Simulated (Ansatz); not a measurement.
The input, for Ansatz 0.2.0:

```yaml
crystal:
  periodic: [false, false, false]
  atoms:
    - {symbol: B, position_ang: [0.000000, -0.080006, 0.000000]}
    - {symbol: H, position_ang: [0.000000, 0.429067, -1.077008]}
    - {symbol: H, position_ang: [0.000000, 0.429067, 1.077008]}
basis:
  gaussian: {orbitals: "6-31++G**"}
total_charge: 1
magnetization: {spin_polarized: false, initial_magnetization: 2}
correlation: {method: mp2, electrons: valence}
scf: {lower_state_search: off}
output: {forces: true}
```

```sh
$ ansatz run in.yaml --threads 1 --pin off --events-out ev --progress --plain --max-ram 2393MiB
```

Log:

```
these checks for a lower state are left out or cut short: starts, cluster_reference, orbital_swaps, neighbouring_geometries, increment
281 factors; integrals over basis functions are off by at most 1.1e-3 eV
mean field evaluation 1: about -687.2330 eV, gradient 8.0e0 eV
mean field evaluation 2: about -687.2357 eV, gradient 8.0e0 eV
mean field evaluation 4: about -687.7511 eV, gradient 5.3e-1 eV
mean field evaluation 8: about -687.7562 eV, gradient 7.9e-4 eV
mean field -687.75624418 eV, -25.2745757958 hartree, gradient 2.7e-6 eV, S^2 2.000000; 0 other end points of the search recorded, 0 dependent functions left out
1 core orbitals not correlated: weight in the atoms' cores, before any rotation towards them, 1.000 or more for the frozen orbitals, at most 0.000 for the correlated occupied ones
reference -687.75624418 eV, -25.2745757958 hartree; 3, 1 occupied and 27, 29 virtual orbitals, 281 factors
second order -1.36907662 eV of doubles, -0.11202110 eV of singles
the calculation of the forces begins
Total energy: -689.23734190 eV, -25.3290051329 hartree
Atom 0 at     0.000000    -0.080006     0.000000 Å, force     0.000000    -4.843202     0.000000 eV/Å
Atom 1 at     0.000000     0.429067    -1.077008 Å, force    -0.000000     2.421601    -1.543316 eV/Å
Atom 2 at     0.000000     0.429067     1.077008 Å, force     0.000000     2.421601     1.543316 eV/Å
Dipole moment:    -0.000000     0.200809    -0.000000 e Å
Checks for a lower state left out: starts, cluster_reference, orbital_swaps, neighbouring_geometries, increment
```

Forces (eV/Å):
```
B    0.000 -4.843  0.000
H    0.000  2.422 -1.543
H    0.000  2.422  1.543
```

Ran on 1 thread of Arm Neoverse V2, shared host: 0.12 s wall, 0.17 GiB peak host memory.
